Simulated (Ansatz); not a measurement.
**CH₅BSi (SMILES B=C[SiH3]): one structure at several levels**

The task here is to estimate one member of a computed series from the others.

The runs use Ansatz 0.2.0, Gaussian basis; single points in def2-TZVPP.

Cores are frozen in the correlated methods. B3LYP uses VWN-RPA correlation.

### The starting structure

SMILES `B=C[SiH3]`, 8 atoms, charge 0, spin multiplicity 1.

Atoms are counted from 1 here; the program's logs count them from 0.

Bond lengths: B1–C2 1.482 Å, B1–H4 1.127 Å, C2–Si3 1.933 Å, C2–H5 0.995 Å, Si3–H6 1.432 Å, Si3–H7 1.642 Å, Si3–H8 1.461 Å. Angles: C2–B1–H4 173.4°, B1–C2–Si3 112.6°, B1–C2–H5 133.1°, Si3–C2–H5 114.0°, C2–Si3–H6 111.8°, C2–Si3–H7 111.1°, C2–Si3–H8 112.8°, H6–Si3–H7 100.1°, H6–Si3–H8 111.8°, H7–Si3–H8 108.5°.

As a file:

```xyz
8
charge 0, multiplicity 1
B    -1.39500    0.41850   -1.12450
C    -0.07180    0.80290   -0.57800
Si    0.61900   -0.49690    0.67500
H    -2.45250    0.17810   -1.43250
H     0.47870    1.62930   -0.64800
H     0.87570    0.08470    1.95780
H     2.13730   -0.96690    0.26370
H    -0.22250   -1.68660    0.77710
```

Set-up of the first run:

File run/in.yaml:

```yaml
crystal:
  periodic: [false, false, false]
  atoms:
    - {symbol: B, position_ang: [-1.395000, 0.418500, -1.124500]}
    - {symbol: C, position_ang: [-0.071800, 0.802900, -0.578000]}
    - {symbol: Si, position_ang: [0.619000, -0.496900, 0.675000]}
    - {symbol: H, position_ang: [-2.452500, 0.178100, -1.432500]}
    - {symbol: H, position_ang: [0.478700, 1.629300, -0.648000]}
    - {symbol: H, position_ang: [0.875700, 0.084700, 1.957800]}
    - {symbol: H, position_ang: [2.137300, -0.966900, 0.263700]}
    - {symbol: H, position_ang: [-0.222500, -1.686600, 0.777100]}
basis:
  gaussian: {orbitals: def2-TZVPP}
correlation: {method: ccsd_t}
output: {forces: true}
```

The command line of these runs was not kept.

Among the steps run: CCSD(T)/def2-TZVPP; PBE0-D4/def2-TZVPP; wB97M-V/def2-TZVPP; r2SCAN-D4/def2-TZVPP; PBE-D4/def2-TZVPP; CAM-B3LYP-D4/def2-TZVPP; B3LYP-D4/def2-TZVPP.

One table of the session follows, with a row left open; its other results are not shown here.

```
      method  RMS force component (eV/Å)  angle to CCSD(T) forces (°)  dipole (D)
     CCSD(T)                       2.226                    reference        1.48
     PBE0-D4                       2.369                          3.0        1.56
     wB97M-V                       2.355                          3.1        1.70
   r2SCAN-D4                           ?                            ?           ?
      PBE-D4                       2.311                          3.4        1.35
CAM-B3LYP-D4                       2.397                          3.6        1.64
    B3LYP-D4                       2.309                          2.8        1.54
```

Q: Estimate the row for r2SCAN-D4 from the others.

The run gave: RMS force component (eV/Å): 2.330; angle to CCSD(T) forces (°): 2.6; dipole (D): 1.51. In the column «RMS force component (eV/Å)» it lies between PBE-D4 (2.311) and wB97M-V (2.355).
